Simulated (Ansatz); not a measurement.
**How far each method lies from RCCSDT(Q) for AlAs, triplet**

Geometry: that of the AlAs⁻, doublet, kept fixed.

```yaml
atoms:
  - { symbol: Al, position_ang: [0.0000, 0.0000, 0.0000] }
  - { symbol: As, position_ang: [0.0000, 0.0000, 2.2168] }
```

Basis aug-cc-pVTZ; Ansatz 0.2.0. Only valence electrons are correlated (noble-gas cores and the filled d shells of p-block atoms frozen), which leaves 8 electrons in 90 orbitals. Prefix R: restricted or restricted open-shell reference; prefix U: unrestricted. Active spaces: valence = (8e, 8o) chosen from the atoms' valence shells. No spin–orbit coupling is included, and no scalar relativity.

Full CI isn't at hand for all of this; RCCSDT(Q) serves as the reference, and is uncertain by the last step of the cluster series or more. The frozen core follows each run's orbitals, which can shift R against U totals by a few meV for light atoms and by up to 0.1 eV past Ca.

HF rows: RHF is the determinant under the cluster runs. Coupled cluster chose its determinant by a search with trial CCSD, here up to 0.09 eV above the lowest Hartree–Fock solution of its kind, and MP2 stands on that determinant too.

The UHF ⟨S²⟩ is 2.258 and the ⟨S²⟩ of the determinant under UCCSD is 2.058. The T1 diagnostic (RCCSD) is 0.0328 and the largest doubles amplitude (RCCSD) is 0.050.

```json
{"level": "RHF", "E − E(RCCSDT(Q)) (kJ/mol)": "520.8", "share of correlation (%)": "0.00", "wall time": "–"}
{"level": "RMP2", "E − E(RCCSDT(Q)) (kJ/mol)": "90.3", "share of correlation (%)": "82.67", "wall time": "–"}
{"level": "RCCSD", "E − E(RCCSDT(Q)) (kJ/mol)": "36.6", "share of correlation (%)": "92.97", "wall time": "–"}
{"level": "RCCSD(T)", "E − E(RCCSDT(Q)) (kJ/mol)": "5.7", "share of correlation (%)": "98.90", "wall time": "65 s (H100)"}
{"level": "BCCD(T)", "E − E(RCCSDT(Q)) (kJ/mol)": "6.2", "share of correlation (%)": "98.82", "wall time": "33 s (H100)"}
{"level": "RCCSDT", "E − E(RCCSDT(Q)) (kJ/mol)": "2.3", "share of correlation (%)": "99.57", "wall time": "–"}
{"level": "CASSCF (valence space)", "E − E(RCCSDT(Q)) (kJ/mol)": "369.5", "share of correlation (%)": "29.04", "wall time": "–"}
{"level": "NEVPT2 (valence space)", "E − E(RCCSDT(Q)) (kJ/mol)": "84.8", "share of correlation (%)": "83.71", "wall time": "5.5 s (H100)"}
{"level": "MRCISD (valence space)", "E − E(RCCSDT(Q)) (kJ/mol)": "33.7", "share of correlation (%)": "93.54", "wall time": "–"}
{"level": "MRCISD+Q (valence space)", "E − E(RCCSDT(Q)) (kJ/mol)": "4.7", "share of correlation (%)": "99.09", "wall time": "6.5 s (H100)"}
```

The correlation energy at RCCSDT(Q), counted from RHF, is -5.397 eV. That run took 40 s on 2 threads of AMD EPYC 7R13 with a shared H100 80 GB, shared host.

Run but not shown, since their state, orbitals or frozen core can't be matched to the reference's or they repeat it: UHF, UMP2, UCCSD, UCCSD(T), UCCSDT, UCCSDT(Q).

Times hold each run's SCF and search for its determinant on a shared host, so for small cases they say little of a method's own cost. Some runs computed forces too.

Natural occupations of CASSCF (valence space) about the gap: 1.988 1.944 1.940 1.012 0.989 0.064 0.032 0.030; effectively unpaired electrons, Σ n²(2−n)², 2.05.
